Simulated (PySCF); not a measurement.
Atomic charges against the basis set

Compound: P2H4.
Numbering: `[PH2:1][PH2:2]` (hydrogens: H3, H4 on P1; H5, H6 on P2)

PBE0 throughout (PySCF), one geometry, spherical d and f functions. One conformer (not necessarily the lowest) at the PBE0-D3(BJ)/def2-SVP geometry, without solvent, vibrations or thermal averaging. Atoms taken as equivalent share a column and are averaged.

Mulliken charges (e):

| basis | functions | P1/P2 | H3/H4/H5/H6 |
| --- | --- | --- | --- |
| STO-3G | 22 | +0.166 | -0.083 |
| 6-31G | 34 | -0.039 | +0.020 |
| 6-31G* | 44 | -0.103 | +0.051 |
| def2-SVP | 56 | -0.043 | +0.022 |
| 6-311+G(2d,p) | 94 | -0.155 | +0.078 |
| def2-TZVP | 98 | -0.177 | +0.088 |

IAO charges (e):

| basis | functions | P1/P2 | H3/H4/H5/H6 |
| --- | --- | --- | --- |
| STO-3G | 22 | +0.104 | -0.052 |
| 6-31G | 34 | -0.039 | +0.020 |
| 6-31G* | 44 | +0.013 | -0.007 |
| def2-SVP | 56 | +0.013 | -0.006 |
| 6-311+G(2d,p) | 94 | +0.015 | -0.008 |
| def2-TZVP | 98 | +0.017 | -0.008 |

Hirshfeld charges (e):

| basis | functions | P1/P2 | H3/H4/H5/H6 |
| --- | --- | --- | --- |
| STO-3G | 22 | +0.096 | -0.048 |
| 6-31G | 34 | +0.011 | -0.006 |
| 6-31G* | 44 | +0.013 | -0.006 |
| def2-SVP | 56 | +0.032 | -0.016 |
| 6-311+G(2d,p) | 94 | +0.030 | -0.015 |
| def2-TZVP | 98 | +0.026 | -0.013 |

ESP-fitted charges (e):

```csv
basis,functions,P1/P2,H3/H4/H5/H6
STO-3G,22,-0.156,+0.078
6-31G,34,-0.371,+0.186
6-31G*,44,-0.294,+0.147
def2-SVP,56,-0.263,+0.132
"6-311+G(2d,p)",94,-0.247,+0.124
def2-TZVP,98,-0.237,+0.119
```

**Question.** Which scheme is steadiest as the basis changes?

**Answer.** Largest range over the bases for any column: Hirshfeld 0.09 e, IAO 0.14 e, ESP-fitted 0.21 e, Mulliken 0.34 e. Hirshfeld charges move least and Mulliken charges most, counted in e. Without the minimal STO-3G basis the ranges are Hirshfeld 0.02, IAO 0.06, ESP-fitted 0.13, Mulliken 0.14 e.

**Question.** How much do the charges still move between the two largest bases, 6-311+G(2d,p) and def2-TZVP?

**Answer.** At most, over all atoms: Mulliken 0.021 e, IAO 0.002 e, Hirshfeld 0.003 e, ESP-fitted 0.010 e.

**Question.** What do the same runs give for the total energy and the frontier levels?

**Answer.** 
| basis | energy (Eh) | HOMO (eV) | LUMO (eV) |
| --- | --- | --- | --- |
| STO-3G | -677.1111 | -3.73 | 5.06 |
| 6-31G | -684.7175 | -6.80 | -0.24 |
| 6-31G* | -684.7866 | -6.87 | -0.18 |
| def2-SVP | -684.6177 | -6.87 | 0.13 |
| 6-311+G(2d,p) | -684.8541 | -6.94 | -0.47 |
| def2-TZVP | -684.8564 | -6.91 | -0.26 |
